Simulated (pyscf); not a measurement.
Single points on ωB97X-D3(BJ)/def2-SVP structures (PySCF, gas phase).

SMILES: [CH3][Ti]([CH3])([CH3])[Cl]
```xyz
14

C      1.1403    -1.0014    -0.5319
Ti     0.6929     0.9806    -0.3963
C      0.1053     1.3096     1.5259
C     -0.9505     1.2827    -1.5602
Cl     2.3814     2.2581    -0.9923
H      0.2243    -1.5920    -0.3558
H      1.8963    -1.2593     0.2301
H      1.5410    -1.2303    -1.5342
H      0.9709     1.2334     2.2059
H     -0.6508     0.5544     1.8041
H     -0.3355     2.3182     1.6088
H     -1.2075     2.3557    -1.5782
H     -1.7969     0.7066    -1.1471
H     -0.7401     0.9414    -2.5887
```
Charge 0, spin multiplicity 1.

Problem. What is the homolytic dissociation enthalpy (298 K, ωB97M-D3(BJ)/def2-TZVP) of the Cl–Ti bond of H₃C–Ti(CH₃)(CH₃)–Cl (SMILES [CH3][Ti]([CH3])([CH3])[Cl]), to [H₃C–Ti(CH₃)–CH₃]• + Cl•?

Solution. Cl–Ti to [H₃C–Ti(CH₃)–CH₃]• + Cl•: 446.5 kJ/mol. The 7 functionals that were run give +438.4 (M06-2X) to +479.6 kJ/mol (r²SCAN). The radicals are drawn with the spin at the cut bond; how far it spreads was not checked. Other isomers of [H₃C–Ti(CH₃)–CH₃]• were not searched in full and may lie lower. Left out: the spin-orbit lowering of Cl. Open-shell species with a d-block atom are single-reference here; other states, and whether the spin sits on metal or ligand, were not checked.
